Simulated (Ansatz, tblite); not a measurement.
Removing and adding an electron: BH2(CH2SiH3) (CH₇BSi). Charge 0, multiplicity 1. Geometry: PBE0-D4/def2-TZVP. Ansatz, gas phase; energy differences of separate SCF runs; the oxidised species was run as a doublet alone; the reduced species was run as a doublet alone.

```xyz
10

B    -0.716    0.287    1.325
H    -1.850    0.658    1.213
H    -0.028    0.784    2.171
C    -0.131   -0.738    0.347
Si    0.571    0.241   -1.118
H     0.725   -1.303    0.728
H    -0.864   -1.412   -0.107
H    -0.496    1.024   -1.793
H     1.637    1.174   -0.670
H     1.152   -0.716   -2.095
```

The xTB rows come from tblite. Correlated methods freeze 7 core orbitals.

```
               level  −HOMO (eV)  vertical IE (eV)  −LUMO (eV)  vertical EA (eV)  HOMO–LUMO gap (eV)  IE − EA (eV)                       remarks
            GFN1-xTB       12.14             15.07        7.34              4.13                4.80         10.94                             –
            GFN2-xTB       10.92             13.98        6.45              2.89                4.47         11.09                             –
       HF/def2-TZVPD           –                 –           –             -1.27                   –             –  HOMO above zero (-1 doublet)
       HF/def2-TZVPP           –             10.32           –                 –                   –             –                             –
   PBE-D4/def2-TZVPD        7.67                 –        2.36             -0.05                5.31             –  HOMO above zero (-1 doublet)
 r2SCAN-D4/def2-TZVP        8.01             10.99        1.96                 –                6.04             –                             –
r2SCAN-D4/def2-TZVPD        8.00                 –        1.97             -0.16                6.04             –  HOMO above zero (-1 doublet)
   PBE0-D4/def2-TZVP        9.05             11.18        1.37                 –                7.68             –                             –
  PBE0-D4/def2-TZVPD        9.05                 –        1.39             -0.21                7.66             –  HOMO above zero (-1 doublet)
      MP2/def2-TZVPD           –                 –           –             -0.51                   –             –  HOMO above zero (-1 doublet)
      MP2/def2-TZVPP           –             11.51           –                 –                   –             –                             –
     CCSD/def2-TZVPD           –                 –           –             -0.54                   –             –  HOMO above zero (-1 doublet)
     CCSD/def2-TZVPP           –             11.30           –                 –                   –             –                             –
  CCSD(T)/def2-TZVPD           –                 –           –             -0.46                   –             –  HOMO above zero (-1 doublet)
  CCSD(T)/def2-TZVPP           –             11.36           –                 –                   –             –                             –
```

Run but left out: PBE-D4/def2-TZVP (charge +1 doublet: an occupied level 0.02 eV above an empty one).   A HOMO above zero means that the electron is unbound at that level or that self-interaction error raises the level; the energy of removing that electron tells which. Raw xTB energy differences between charge states are shifted by several eV; the methods need an empirical correction for them. A negative affinity means that the extra electron isn't bound; its size then hangs on the basis.
